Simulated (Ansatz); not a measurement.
# BGeNH, doublet: the ladder up to UCCSDT(Q)

Geometry: a PBE0/def2-TZVP stationary point for this spin, not checked as a minimum.

```xyz
4

Ge    0.0000    0.0595    0.5059
B     0.0000    0.4513   -1.6758
N     0.0000   -0.7539   -1.1543
H     0.0000    1.3446   -2.4452
```

Basis cc-pVDZ; Ansatz 0.2.0. Only valence electrons are correlated (noble-gas cores and the filled d shells of p-block atoms frozen), which leaves 13 electrons in 44 orbitals. R marks a restricted (for open shells ROHF) determinant, U an unrestricted one. Active spaces: frontier = (9e, 9o) about the gap. No spin–orbit coupling is included, and no scalar relativity.

Full CI isn't at hand for all of this; UCCSDT(Q) serves as the reference, and is uncertain by about the last step of the cluster series. The frozen core follows each run's orbitals, which can shift R against U totals by a few meV for light atoms and by up to 0.1 eV past Ca.

```
UHF ⟨S²⟩                          : 0.772
T1 diagnostic (RCCSD)             : 0.0250
largest doubles amplitude (RCCSD) : 0.069
T1 diagnostic (UCCSD)             : 0.0222
```

```csv
level,E − E(UCCSDT(Q)) (mEh),share of correlation (%),wall time
UHF,344.12,1.25,–
UMP2,37.69,89.18,–
UCCSD,17.66,94.93,–
UCCSD(T),2.31,99.34,8.5 s
UCCSDT,1.60,99.54,–
```

The correlation energy at UCCSDT(Q), counted from RHF, is -9.483 eV. That run took 50 s on 1 thread of Arm Neoverse V2, shared host.

Run but not shown, since their state or frozen core can't be matched to the reference's or they repeat it: RHF, RMP2, RCCSD, RCCSD(T), BCCD(T), RCCSDT, RCCSDT(Q), CASSCF (frontier space), MRCISD (frontier space), MRCISD+Q (frontier space).

Times hold each run's SCF and search for its determinant on a shared host, so for small cases they say little of a method's own cost; they ran on 1 thread of Arm Neoverse V2.

Atomization energy (electronic, same basis, no zero-point term; atoms at the same level, unrestricted beside the R rows where the molecule is a closed shell, but restricted open-shell past Ca, as are all atoms' steps beyond CCSDT(Q)) at UCCSDT(Q): 1191.0 kJ/mol. Errors of other levels:

| level | error (kJ/mol) |
| --- | --- |
| UHF | -358.1 |
| UMP2 | 51.7 |
| UCCSD | -38.4 |
| UCCSD(T) | -3.9 |
| UCCSDT | -4.1 |

This basis is far from its limit, so the value isn't to be set against a measured one.
